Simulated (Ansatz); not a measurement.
# H3S⁺, triplet: the ladder up to UCCSDT(Q)

Geometry: a point of a stretch scan, not a stationary point.

```xyz
4

S     0.0000   -0.0391   -0.0363
H     0.0000    1.3183   -0.0363
H     0.0000   -0.0356    2.7487
H     0.0000   -0.0372   -1.5565
```

Basis cc-pVDZ; Ansatz 0.2.0. Only valence electrons are correlated (noble-gas cores frozen), which leaves 8 electrons in 28 orbitals. Prefix R: restricted or restricted open-shell reference; prefix U: unrestricted. Active spaces: pair = (4e, 4o) about the gap; valence = (8e, 7o) chosen from the atoms' valence shells.

Full CI isn't at hand for all of this; UCCSDT(Q) serves as the reference, and is uncertain by about the last step of the cluster series. The frozen core follows each run's orbitals, which can shift R against U totals by a few meV.

For open shells CISD is restricted-active-space CI with the open shells as a complete middle space.

The UHF ⟨S²⟩ is 2.013 and the T1 diagnostic (RCCSD) is 0.0158. The largest doubles amplitude (RCCSD) is 0.062 and the T1 diagnostic (UCCSD) is 0.0102.

| level | E − E(UCCSDT(Q)) (meV) | share of correlation (%) | wall time |
| --- | --- | --- | --- |
| RHF | 4170 | 0.00 | – |
| UHF | 4033 | 3.28 | – |
| RMP2 | 806 | 80.68 | – |
| UMP2 | 816 | 80.43 | – |
| CISD | 267 | 93.59 | 1.4 s |
| RCCSD | 108 | 97.41 | – |
| UCCSD | 105 | 97.48 | – |
| RCCSD(T) | 21 | 99.50 | 3.2 s |
| UCCSD(T) | 21 | 99.51 | 2.9 s |
| BCCD(T) | 21 | 99.50 | 3.1 s |
| RCCSDT | 5 | 99.89 | – |
| UCCSDT | 4 | 99.90 | – |
| RCCSDT(Q) | 0 | 99.99 | 18 s |
| CASSCF (pair space) | 3591 | 13.89 | – |
| NEVPT2 (pair space) | 698 | 83.27 | 1.1 s |
| MRCISD (pair space) | 193 | 95.38 | – |
| MRCISD+Q (pair space) | -19 | 100.45 | 1.5 s |
| CASSCF (valence space) | 2970 | 28.79 | – |
| NEVPT2 (valence space) | 646 | 84.52 | 2.5 s |
| MRCISD (valence space) | 123 | 97.05 | – |
| MRCISD+Q (valence space) | -15 | 100.35 | 3.8 s |

The correlation energy at UCCSDT(Q), counted from RHF, is -4.170 eV. That run took 16 s on 1 thread of AMD EPYC, shared host.

Times hold each run's SCF and search for its determinant on a shared host, so for small cases they say little of a method's own cost; they ran on 1 thread of AMD EPYC.

Natural occupations of CASSCF (valence space) about the gap: 1.994 1.975 1.958 1.000 1.000 0.046 0.028; effectively unpaired electrons, Σ n²(2−n)², 2.02.
